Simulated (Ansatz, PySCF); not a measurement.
Species: C2H5S (charge 0, doublet). It need not be the lowest isomer of its formula. 
Structure (B3LYP-D3(BJ)/def2-TZVP (Ansatz, a first-principles code) minimum search):
```
C
H 1 1.0952
H 1 1.0952 2 105.16
C 1 1.5217 2 111.58 3 121.13
H 4 1.0903 1 110.85 2 -178.77
H 4 1.0903 5 107.88 1 121.55
H 4 1.0932 5 108.32 6 117.04
S 1 1.8031 2 106.16 3 -112.26
```
Charge 0, spin multiplicity 2.

Wanted: atomisation energy (electronic, to ground-state atoms), in kcal/mol. Correlated levels leave the core frozen unless marked. UHF or UKS for open shells. No spin-orbit coupling. Non-relativistic. The coupled-cluster limit lacks core correlation, which all-electron functionals hold. CBS(X,Y): correlation extrapolated as X^-3; Hartree-Fock from the larger set. The bracket is a focal-point correction in the basis named.

| level | program | atomisation energy (kcal/mol) | minus last row |
|---|---|---|---|
| HF/aug-cc-pV(D+d)Z | Ansatz | 501.7 | -175.5 |
| HF/def2-TZVPD | PySCF | 508.1 | -169.1 |
| PBE-D4/def2-TZVPD | Ansatz + dftd4 | 691.1 | 13.9 |
| BP86-D4/def2-TZVPD | PySCF + dftd4 | 699.7 | 22.5 |
| TPSS-D4/def2-TZVPD | PySCF + dftd4 | 686.5 | 9.3 |
| PBE0/def2-SVP | Ansatz | 683.9 | 6.7 |
| PBE0-D3(BJ)/def2-TZVP | Ansatz + dftd3 | 683.0 | 5.8 |
| BHLYP-D3(BJ)/def2-TZVPD | Ansatz + dftd3 | 664.6 | -12.6 |
| TPSSh/def2-TZVPD | PySCF | 681.3 | 4.1 |
| PW6B95-D4/def2-TZVPD | PySCF + dftd4 | 680.6 | 3.4 |
| M06-2X/def2-TZVPD | PySCF | 677.2 | 0.0 |
| HSE06-D3(BJ)/def2-TZVPD | Ansatz + dftd3 | 683.2 | 6.0 |
| MP2/6-31G | Ansatz | 576.3 | -100.9 |
| SCS-MP2/6-31G | Ansatz | 578.1 | -99.1 |
| RI-MP2/CBS(cc-pV(T+d)Z,cc-pV(Q+d)Z)+[CCSD(T)-MP2]/cc-pV(T+d)Z | Ansatz | 677.2 | 0.0 |
